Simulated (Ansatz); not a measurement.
FHMg, SMILES [F][MgH], a ladder of basis sets

Program: the Ansatz DFT code, driven from Python.

Typed at the interpreter:
```pycon
>>> import ansatz
>>> XC = "b3lyp"
>>> DISPERSION = "d4"
>>> fhmg = (
...     ansatz.Crystal.molecule()
...     .atom("F", [-1.4689, 0.8418, -0.7209])
...     .atom("Mg", [0.0387, -0.0387, 0.0199])
...     .atom("H", [1.4193, -0.868, 0.6878])
... )
>>> calculation = fhmg.calculation().functional(XC, dispersion=DISPERSION)
>>> energies = {}
>>> for basis in ["STO-3G", "6-31G", "6-31G*", "def2-SVP", "def2-SVPD", "def2-TZVP", "def2-TZVPP"]:
...     r = calculation.basis(gaussian=basis).run(threads=1, pin="off").report
...     size = r["n_frozen"] + r["n_occupied"][0] + r["n_virtual"][0]
...     energies[basis] = (r["reference_energy_ev"] / 27.211386246, r["free_energy_ev"] / 27.211386246)
...     print(f"{basis:14s} {size:4d} orbitals  reference {energies[basis][0]:14.6f} Ha  total {energies[basis][1]:14.6f} Ha")
...
STO-3G           15 orbitals  reference    -296.521621 Ha  total    -296.522894 Ha
6-31G            24 orbitals  reference    -300.538976 Ha  total    -300.540249 Ha
6-31G*           36 orbitals  reference    -300.562652 Ha  total    -300.563925 Ha
def2-SVP         37 orbitals  reference    -300.434736 Ha  total    -300.436009 Ha
def2-SVPD        52 orbitals  reference    -300.450034 Ha  total    -300.451307 Ha
def2-TZVP        69 orbitals  reference    -300.633634 Ha  total    -300.634907 Ha
def2-TZVPP       77 orbitals  reference    -300.633929 Ha  total    -300.635202 Ha
>>> last = energies["def2-TZVPP"][1]
>>> for basis, (_, total) in energies.items():
...     print(f"{basis:14s} lies {27.211386 * (total - last):9.4f} eV above def2-TZVPP")
...
STO-3G         lies  111.9016 eV above def2-TZVPP
6-31G          lies    2.5838 eV above def2-TZVPP
6-31G*         lies    1.9396 eV above def2-TZVPP
def2-SVP       lies    5.4203 eV above def2-TZVPP
def2-SVPD      lies    5.0040 eV above def2-TZVPP
def2-TZVP      lies    0.0080 eV above def2-TZVPP
def2-TZVPP     lies    0.0000 eV above def2-TZVPP
```

Against STO-3G: 6-31G -4017.4 mHa, 6-31G* -4041.0 mHa, def2-SVP -3913.1 mHa, def2-SVPD -3928.4 mHa, def2-TZVP -4112.0 mHa and def2-TZVPP -4112.3 mHa. The last step alone is -0.30 mHa (these two sets differ little on atoms other than hydrogen).

Reading the output:
- The drop along the ladder measures the basis error, and is no property of the molecule.
- The geometry is a force-field or estimated start, not a minimum of this method, and the last set is no limit. Much of the fall in a total is atomic energy, which cancels in bond and reaction energies.
- Total less reference energy is the dispersion correction.
- b3lyp holds the VWN-RPA fit, as in Gaussian; the form of ORCA and Turbomole is b3lyp5.
- Totals across families of basis sets mostly measure their core functions.
- The whole script took 4.6 s on 1 thread of Arm Neoverse V1, on a shared host, peak memory 0.17 GiB.
